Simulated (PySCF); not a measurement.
DMABN, C9H10N2.
InChI=1S/C9H10N2/c1-11(2)9-5-3-8(7-10)4-6-9/h3-6H,1-2H3

Theory: PBE0-D3(BJ)/def2-SVP geometry optimisation, gas phase (PySCF).

Masses are those of the commonest isotopes; rigid-rotor values at the optimised geometry. 

Problem. What are A, B and C (GHz)?

Solution. Ia = 145.44, Ib = 871.85, Ic = 1010.88 u·Å²; 505379 MHz·u·Å²/I gives 3475, 579.7 and 499.9 MHz, that is A = 3.4748, B = 0.5797, C = 0.4999 GHz.

Problem. What kind of rotor is it?

Solution. A near-prolate asymmetric top: κ = (2 × 579.7 − 3475 − 499.9)/(3475 − 499.9) = -0.95.

Problem. What does the inertial defect say?

Solution. Not planar: Δ = Ic − Ia − Ib = -6.42 u·Å². For a rigid frame Δ = −2 Σ m c², so Σ m c² = 3.21 u·Å² lies off the ab plane, practically all of it from hydrogen. The atom farthest from that plane is 0.89 Å away.

Problem. Give the other two planar moments, Paa and Pbb, and the rms extents of the mass along the axes.

Solution. Paa = Σ m a² = (Ib + Ic − Ia)/2 = 868.64 and Pbb = Σ m b² = (Ia + Ic − Ib)/2 = 142.23 u·Å². With the mass M = 146.08 u, the rms extents √(P/M) along a, b and c are 2.44, 0.99, 0.15 Å.

Problem. List the rotational levels J(Ka,Kc) to J = 3 (K).

Solution. Above 0(0,0), as E/k:
J = 1: 1(0,1) 0.052, 1(1,1) 0.191, 1(1,0) 0.195
J = 2: 2(0,2) 0.155, 2(1,2) 0.291, 2(1,1) 0.302, 2(2,1) 0.719, 2(2,0) 0.719
J = 3: 3(0,3) 0.310, 3(1,3) 0.440, 3(1,2) 0.463, 3(2,2) 0.874, 3(2,1) 0.875, 3(3,1) 1.579, 3(3,0) 1.579
Those of J = 1 are B + C, A + C and A + B.

Problem. Which lines would a microwave search look for?

Solution. The dipole components are |μa| = 7.65 D, |μb| = 0.00 D, |μc| = 0.00 D; the symmetry axis of this C2v structure is a, so μb and μc vanish by symmetry and there are no b-type or c-type lines. Some lines, for components of 0.1 D or more:

| type | branch | J(Ka,Kc) | MHz | lower level (cm⁻¹) |
| --- | --- | --- | --- | --- |
| a | Q | 3(1,2) ← 3(1,3) | 478 | 0.306 |
| a | Q | 4(1,3) ← 4(1,4) | 797 | 0.445 |
| a | R | 1(0,1) ← 0(0,0) | 1080 | 0.000 |
| a | R | 2(1,2) ← 1(1,1) | 2079 | 0.133 |
| a | R | 2(0,2) ← 1(0,1) | 2158 | 0.036 |
| a | R | 3(1,3) ← 2(1,2) | 3118 | 0.202 |
| a | R | 3(2,2) ← 2(2,1) | 3239 | 0.500 |
| a | R | 3(2,1) ← 2(2,0) | 3245 | 0.500 |
| a | R | 3(1,2) ← 2(1,1) | 3357 | 0.210 |
| a | R | 4(1,4) ← 3(1,3) | 4156 | 0.306 |
| a | R | 4(0,4) ← 3(0,3) | 4302 | 0.216 |
| a | R | 4(2,3) ← 3(2,2) | 4317 | 0.608 |
| a | R | 4(3,2) ← 3(3,1) | 4322 | 1.097 |
| a | R | 4(3,1) ← 3(3,0) | 4322 | 1.097 |
| a | R | 4(2,2) ← 3(2,1) | 4333 | 0.608 |
| a | R | 4(1,3) ← 3(1,2) | 4475 | 0.322 |

Problem. Estimate the classical rotational partition function at 10 K, 25 K and 50 K.

Solution. Point group C2v, symmetry number σ = 2; q = (√π/σ)·√((kT/h)³/(ABC)), k/h = 20836.6 MHz/K: 2660 at 10 K, 10500 at 25 K, 29700 at 50 K.

Not checked by PBE0-D3(BJ)/def2-SVP frequencies. Constants of a rigid frame at the computed geometry: no zero-point averaging, no centrifugal distortion. A rigid rotor knows nothing of internal rotation, which can split or shift real lines. Quadrupole hyperfine structure (14N) is left out.

Rough CPU time on one thread of a shared machine: about 5 min. These figures are those of the optimisation.

Conformer computed: `[CH3:1][N:2]([CH3:3])[c:4]1[cH:5][cH:6][c:7]([C:8]#[N:9])[cH:10][cH:11]1`: C1–N2–C4–C5 180°.
